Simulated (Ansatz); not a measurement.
Energy needed to pull apart C₂H₃F (SMILES C=CF), singlet, into free ground-state atoms, from the structure below (displaced at random from its PBE0-D4/def2-TZVP minimum); no zero-point or spin–orbit terms; open-shell atoms are treated unrestricted, in their ground-state multiplicity.

```
6
angstrom
C -0.5790 -0.0098 -0.3601
C 0.5428 -0.1695 0.3367
F 0.9840 -1.1334 0.7403
H -1.3887 -0.7481 -0.8621
H -0.7923 0.7582 -0.6930
H 1.0255 0.7858 0.5438
```

Computed with Ansatz 0.2.0 (basis: def2-TZVPP); correlated methods freeze the cores.

| method | atomization energy (kcal/mol) |
| --- | --- |
| PBE-D4 | ? |
| r2SCAN-D4 | ? |
| PBE0-D4 | 506.8 |
| wB97M-V | 503.4 |
| HF | 350.2 |
| MP2 | 498.5 |
| CCSD | 478.1 |
| CCSD(T) | 486.6 |

(1) What does PBE-D4 give? (An estimate is asked for; the value comes from the calculation.)

(2) What does r2SCAN-D4 give? (To be estimated.)

The T1 diagnostic stays at or below 0.012.

Answers

(1) The calculation gives: 518.9 kcal/mol, which is about 32.3 kcal/mol more than CCSD(T)/def2-TZVPP.

(2) The calculation gives: 504.4 kcal/mol, which is about 17.8 kcal/mol more than CCSD(T)/def2-TZVPP.

In triple zeta the MP2 and coupled-cluster atomization energies are still short of their basis limit by a few kcal/mol a bond, whereas those of the functionals are nearly converged, so these differences are not deviations from converged CCSD(T).

For scale, one of the runs: CCSD(T)/def2-TZVPP forces, 135 basis functions (an equivalent command: `ansatz run in.yaml --threads 2`). Hardware: 2 CPU threads, shared host. Wall time 90 s; peak host memory 1.3 GiB.
